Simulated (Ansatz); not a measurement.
`CSSC` + H• → `[CH2]SSC`• + H₂ at 500 K and 1 bar (hydrogen abstraction from a C–H bond).

Computed with Ansatz on PBE0-D4/def2-TZVP structures; ΔE is electronic, products minus reactants. CCSD(T)/CBS is the MP2 limit (def2-TZVPP, def2-QZVPP) plus CCSD(T) − MP2 in def2-TZVPP, frozen cores. This one scheme is used for every species, atoms too. No spin–orbit coupling; open shells (•) take unrestricted orbitals. Each species was taken in one conformer, which may not be the lowest.

```tsv
species	CCSD(T)/CBS energy (Eh)	H − E (kJ/mol)	S (J/(mol·K))
`CSSC`	-875.26995	244.8	382.8
H•	-0.50000	10.4	125.5
`[CH2]SSC`•	-874.60493	208.1	394.1
H₂	-1.17544	41.0	145.5
```

H − E and S are ideal-gas, rigid-rotor, harmonic terms from PBE0-D4/def2-TZVP, for one conformer and one mirror image of each species, with the whole ground term of open shells counted as degenerate. The MP2-based limit puts H₂ 0.8 mEh under its directly extrapolated value; such offsets cancel only in part. 1 Eh = 2625.50 kJ/mol, R = 8.31446 J/(mol·K).

Question: By hand: ΔE, ΔH, ΔS and ΔG.

Answer: ΔE = (-874.60493) + (-1.17544) − (-875.26995) − (-0.50000) = -0.01042 Eh = -27.4 kJ/mol. Δ(H − E) = 208.1 + 41.0 − 244.8 − 10.4 = -6.1, so ΔH = -33.5 kJ/mol. ΔS = 394.1 + 145.5 − 382.8 − 125.5 = 31.3 J/(mol·K). ΔG = -33.5 − 500 × (31.3)/1000 = -49.1 kJ/mol.

Question: By hand: the equilibrium constant, and the temperature at which ΔG would vanish if ΔH and ΔS stayed fixed.

Answer: log₁₀ K = −ΔG/(RT ln 10) = 5.1. ΔH and −TΔS have one sign here, so there is no such temperature.

TΔS isn't small against ΔH here. A doubt of 5 kJ/mol in ΔE shifts log₁₀ K by 0.5 here. Other conformers and mirror images would add mixing entropy, several J/(mol·K) or more a flexible species. These are equilibria of isolated gas molecules and say nothing of rates. Largest T1 diagnostic: 0.018 (customary marks: 0.02 for closed shells, 0.045 for open ones).
